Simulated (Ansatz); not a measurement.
## Cu, fcc: how the functional moves the structure

All rows: Ansatz, plane waves with scalar-relativistic PAW, 420 eV (500 eV for the SCAN forms), relaxed under each functional, no dispersion correction, no zero-point motion. B₀ comes from uniform scaling at fixed shape; a dash is a value not given.

The measured cell (COD entry 9008468) has a = 3.615 Å, 11.81 Å³/atom.

```tsv
functional	V (Å³/atom)	cell	B₀ (GPa)	magnetic state
PBE	11.95	a = 3.629 Å	141	spin not included
r²SCAN	11.43	a = 3.576 Å	163	spin not included
PBEsol	11.31	a = 3.563 Å	168	spin not included
LDA	10.88	a = 3.518 Å	189	spin not included
revPBE	12.26	a = 3.660 Å	129	spin not included
RPBE	12.38	a = 3.673 Å	124	spin not included
BLYP	12.68	a = 3.702 Å	115	spin not included
```

LDA gives the smallest volume and BLYP the largest.
